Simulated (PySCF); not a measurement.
C4H7N.
Numbering: `[NH2:1][C@H:2]1[C@H:3]2[CH2:4][C@@H:5]12`

Structure used (PBE0-D3(BJ)/def2-SVP), in Å, numbered top down from 1:
```xyz
12
C4H7N angstrom
N     -1.5209    0.4623    0.5629
C     -0.6382   -0.5277    0.0197
C      0.4173   -0.1346   -0.9597
C      1.1878    0.8092   -0.0960
C      0.8018   -0.5422    0.4109
H     -1.8887    0.1602    1.4623
H     -2.3151    0.6132   -0.0552
H     -1.0537   -1.5345   -0.1632
H      0.6718   -0.5771   -1.9218
H      2.2439    0.9562   -0.3476
H      0.6703    1.6859    0.3094
H      1.4236   -1.3709    0.7466
```

NICS = −σ at a ghost point: NICS(0) at the centroid of the ring atoms, NICS(1) 1 Å to either side along the normal of their mean plane, zz for the tensor component along that normal. Level: GIAO CAM-B3LYP/pcSseg-2 (PySCF, non-relativistic, gas phase) on the PBE0-D3(BJ)/def2-SVP geometry, one conformer.

Rings: 1. C2–C3–C5; 2. C3–C4–C5.

```
set  NICS(0)  NICS(1), two faces  NICS(1)zz, two faces
  P    -46.5        -11.6 / -8.2         -26.3 / -24.3
  Q    -48.0        -8.9 / -12.4         -25.4 / -16.2
```

Problem. Which set (ppm) belongs to which ring?

Solution. P = 2, Q = 1.
- 1 (3-membered carbocycle; formal bonds all single): mean NICS(1)zz -20.8 ppm, shielded. C2, C3, C5 have four or more neighbours, so the value isn't read as a sign of a π ring current.
- 2 (3-membered carbocycle; formal bonds all single): mean NICS(1)zz -25.3 ppm, shielded. C3, C4, C5 have four or more neighbours, so the value isn't read as a sign of a π ring current.

Problem. How do the rings differ in shape?

Solution. 
```csv
ring,bond lengths (Å),rms pucker (Å),HOMA,nearest outside atom to a NICS(1) probe (Å)
1,"1.493, 1.481, 1.492",0.00,–,carbon 1.12
2,"1.493, 1.494, 1.481",0.00,–,carbon 1.12
```

Hardware: Arm Neoverse V1, one thread, no GPU, shared host with 64 logical CPUs at a one-minute load of 50. Cost: 37 s, 1.2 GiB resident at most. This is the whole shielding run at CAM-B3LYP/pcSseg-2, SCF included.
